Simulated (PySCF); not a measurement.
## The first ionisation energy along group 14

Calculated with PySCF 2.14 from differences of total energies of unrestricted determinants, without spin-orbit coupling. Values in eV. The last column holds reference values (NIST; (s) semi-empirical, (t) theoretical, else measured). Unmarked ones compare directly (S terms, centres of terms, or small fine structure); those marked * lie between the lowest fine-structure levels and include a spin-orbit shift.

```csv
element,configurations,LDA,PBE,r2SCAN,SCS-MP2 (valence),MP2 (valence and next inner shell),SCS-MP2 (valence and next inner shell),reference
"C (x2c-QZVPPall with one added diffuse shell each of s, p, d, f type, spin-free X2C)",[He] 2s2 2p2 → [He] 2s2 2p1,11.688,11.535,11.661,11.144,11.297,11.158,11.262
"Si (x2c-QZVPPall with one added diffuse shell each of s, p, d, f type, spin-free X2C)",[Ne] 3s2 3p2 → [Ne] 3s2 3p1,8.223,8.187,8.308,7.975,8.055,7.969,8.157
"Ge (x2c-QZVPPall with one added diffuse shell each of s, p, d, f type, spin-free X2C)",[Ar] 3d10 4s2 4p2 → [Ar] 3d10 4s2 4p1,8.011,7.887,8.044,7.699,7.870,7.758,7.925
"Sn (x2c-QZVPPall with one added diffuse shell each of s, p, d, f type, spin-free X2C)",[Kr] 4d10 5s2 5p2 → [Kr] 4d10 5s2 5p1,7.423,7.270,7.409,7.109,7.288,7.178,7.389
```

| method | elements | mean error (eV) | mean absolute error (eV) | largest error (eV) |
| --- | --- | --- | --- | --- |
| LDA | 4 | 0.153 | 0.153 | 0.426 |
| PBE | 4 | 0.036 | 0.115 | 0.273 |
| r2SCAN | 4 | 0.172 | 0.172 | 0.399 |
| SCS-MP2 (valence) | 4 | -0.202 | 0.202 | -0.280 |
| MP2 (valence and next inner shell) | 4 | -0.056 | 0.073 | -0.102 |
| SCS-MP2 (valence and next inner shell) | 4 | -0.168 | 0.168 | -0.212 |

Errors include the incompleteness of the basis and the frozen core.

"Valence" correlates the outer s and p shells and, in groups 3 to 12 and the f block, the outer d or f shell, open or full, or the next shell where the ion has no valence electron left; the wider scheme adds the next inner shell.
